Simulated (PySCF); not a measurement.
## Computed properties of carbon disulfide (CS2), SMILES S=C=S

carbon disulfide (CS2), SMILES S=C=S. Geometry: B3LYP-D3(BJ)/def2-TZVP. One conformer was computed; it need not be the lowest. All values are computed for the isolated molecule unless a solvent is named; none is compared with measurement here.

**Structure.** The optimised structure has D∞h symmetry. All 4 harmonic modes at B3LYP-D3(BJ)/def2-TZVP (PySCF) are real, so it is a minimum. With heavy atoms numbered as in [S:1]=[C:2]=[S:3], the shortest bond between them is S1–C2 at 1.553 Å and the longest C2–S3 at 1.553 Å.

**Vibrations.** The strongest infrared lines (harmonic, unscaled, degenerate partners summed) lie at 1560 cm⁻¹ (661 km/mol, C 84 %, S 16 %), 407 cm⁻¹ (6 km/mol, C 84 %, S 16 %). The softest mode is at 407 cm⁻¹ and the zero-point energy is 4.4 kcal/mol.

**Electronic structure.** B3LYP/def2-TZVPD (PySCF) places the frontier levels at -7.61 and -2.24 eV, a gap of 5.37 eV, and gives a dipole moment of 0.00 D and a mean polarisability of 55.9 bohr³.

**Excitations.** TDA-ωB97X/def2-TZVPD (PySCF) has S1 at 3.79 eV (327 nm, f = 0.000, dark); the most intense of the 10 singlets computed lies at 7.21 eV (f = 1.40). Strengths of degenerate partners are summed. T1 (TDA) is at 3.23 eV, 0.56 eV under S1. No vertical singlet excitation falls in the visible range (under 3.1 eV).

**NMR.** GIAO shifts at KT2/pcSseg-2 (PySCF) (non-relativistic, atoms alike by connectivity averaged): ¹³C at 191.3 ppm against TMS.
